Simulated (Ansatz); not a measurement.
A run of Ansatz (development build ahead of 0.2.0) on singlet C₆H₆ at this shape:

```xyz
12

C    -0.4135    0.2087   -1.3568
C     0.9536    0.4247   -0.9828
C     1.3671    0.2161    0.3741
C     0.4135   -0.2087    1.3568
C    -0.9536   -0.4247    0.9828
C    -1.3671   -0.2161   -0.3741
H    -0.7351    0.3710   -2.4120
H     1.6951    0.7550   -1.7470
H     2.4302    0.3841    0.6650
H     0.7351   -0.3710    2.4120
H    -1.6951   -0.7550    1.7470
H    -2.4302   -0.3841   -0.6650
```

Its results:

- Converged: yes
- Total energy: -227.87138 hartree
- Spin squared of the determinant: 0.000

**Question.** Which input gives this output? Name the method, the orbitals and the basis set, and write the input.

**Answer.** RHF in STO-3G. An unrestricted run that stays on the closed shell gives the same numbers.

```yaml
crystal:
  periodic: [false, false, false]
  atoms:
    - { symbol: C, position_ang: [-0.41352, 0.20868, -1.35684] }
    - { symbol: C, position_ang: [0.95358, 0.42474, -0.98277] }
    - { symbol: C, position_ang: [1.3671, 0.21606, 0.37407] }
    - { symbol: C, position_ang: [0.41352, -0.20868, 1.35684] }
    - { symbol: C, position_ang: [-0.95358, -0.42474, 0.98277] }
    - { symbol: C, position_ang: [-1.3671, -0.21606, -0.37407] }
    - { symbol: H, position_ang: [-0.73509, 0.37097, -2.412] }
    - { symbol: H, position_ang: [1.69514, 0.75505, -1.74704] }
    - { symbol: H, position_ang: [2.43024, 0.38408, 0.66497] }
    - { symbol: H, position_ang: [0.73509, -0.37097, 2.412] }
    - { symbol: H, position_ang: [-1.69514, -0.75505, 1.74704] }
    - { symbol: H, position_ang: [-2.43024, -0.38408, -0.66497] }
basis:
  gaussian: { orbitals: STO-3G }
hamiltonian:
  xc: hf
```
